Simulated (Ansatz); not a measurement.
The input, for Ansatz 0.2.0:

```yaml
crystal:
  periodic: [false, false, false]
  atoms:
    - {symbol: B, position_ang: [0.000000, 0.000000, 0.422036]}
    - {symbol: N, position_ang: [0.000000, 0.000000, -2.017964]}
    - {symbol: H, position_ang: [0.000000, 0.000000, 1.595928]}
basis:
  gaussian: {orbitals: 6-31G}
magnetization: {spin_polarized: true, initial_magnetization: 1}
hamiltonian: {xc: {name: wB97M-V}}
output: {orbitals: {seedname: orbitals}}
```

```sh
$ ansatz run in.yaml --threads 1 --pin off --events-out ev --progress --plain --max-ram 2393MiB
```

The program prints:

```
  # Of w^i u^j: cxij and so on, Table III.
  gx(w, u) = 1 - cx + cx01*u + cx10*w
  gss(w, u) = css00 + css04*u^4 + css10*w + css20*w^2 + css43*w^4*u^3
  gos(w, u) = cos00 + cos10*w + (cos20 + cos21*u)*w^2 + (cos60 + cos61*u)*w^6
      + integral(e_c_pw_mod_opposite_spin*gos(b97_w_opposite, b97_u_opposite)) + vv10(b, c)
290 factors; integrals over basis functions are off by at most 2.5e-4 eV
91 factors; integrals over basis functions are off by at most 9.7e-6 eV
mean field evaluation 1: about -2160.6125 eV, gradient 3.6e1 eV
mean field evaluation 2: about -2078.8687 eV, gradient 8.1e1 eV
mean field evaluation 4: about -2169.8345 eV, gradient 1.2e1 eV
mean field evaluation 8: about -2170.9439 eV, gradient 2.4e-1 eV
mean field evaluation 16: about -2171.7700 eV, gradient 9.3e-1 eV
mean field evaluation 32: about -2171.8135 eV, gradient 5.5e-3 eV
mean field -2171.81351558 eV, -79.8126745896 hartree, gradient 2.0e-5 eV, S^2 2.216414; 1 other end points of the search recorded, 0 dependent functions left out
reference -2171.81353687 eV, -79.8126753718 hartree; 7, 6 occupied and 13, 14 virtual orbitals, 290 factors
Total energy: -2171.81353687 eV, -79.8126753718 hartree
```

Ran on 1 thread of Arm Neoverse V1, shared host: 2.9 s wall, 0.17 GiB peak host memory.
